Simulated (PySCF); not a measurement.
C2H3, SMILES [CH]=C, multiplicity 2.

Coordinates come from a PBE0-D3(BJ)/def2-TZVP optimisation. The isomer is the one that the SMILES or the coordinates give; other isomers of the formula were not compared.

Method: SMD-ωB97X/def2-SVP (PySCF).

Solvation free energies are E(SMD) − E(gas) at the gas-phase geometry, for 1 M in both phases. In vacuum the dipole moment is 0.69 D.

Computed solvation free energies in water, n-hexane, toluene:
```json
[
 {"solvent": "water", "ΔG(solv) (kcal/mol)": "1.5", "its non-electrostatic (CDS) part": "3.8", "dipole (D)": "0.91"},
 {"solvent": "n-hexane", "ΔG(solv) (kcal/mol)": "-0.5", "its non-electrostatic (CDS) part": "0.3", "dipole (D)": "0.76"},
 {"solvent": "toluene", "ΔG(solv) (kcal/mol)": "-0.4", "its non-electrostatic (CDS) part": "0.7", "dipole (D)": "0.78"}
]
```
